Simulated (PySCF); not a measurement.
These 2 structures share the formula C5H4O. Theory: PBE0-D3(BJ)/def2-SVP geometry optimisation, gas phase in PySCF. Energies are electronic, without zero-point or thermal terms, for one conformer each. No frequencies were run at this level. Point groups hold within 0.08 Å.

Question: Order them by energy at this level, lowest first, and give relative energies in kcal/mol.
A. `O=C1C=CC=C1` (cyclopentadienone)
B. `CC#CC=C=O`

Answer: A (0.0), B (28.0).

As drawn, the higher has a C≡C bond and cumulated double bonds, which the lower lacks.

```
     SMILES      E (Eh)  E rel (kcal/mol)  dipole (D)  point group      A, B, C (MHz)
O=C1C=CC=C1  -267.60660               0.0        2.97          C2v   8176, 3958, 2667
  CC#CC=C=O  -267.56200              28.0        1.19      near Cs  17696, 1410, 1317
```

Q: How do the relative energies change in single points at PBE0/pcSseg-1 (no added dispersion term) on the same geometries?

A: 
```
     SMILES  PBE0-D3(BJ)/def2-SVP (kcal/mol)  PBE0/pcSseg-1 (kcal/mol)  shift
O=C1C=CC=C1                              0.0                       0.0    0.0
  CC#CC=C=O                             28.0                      26.0   -2.0
```

Each column counts from its own lowest isomer. The order is unchanged; the largest shift is 2.0 kcal/mol.
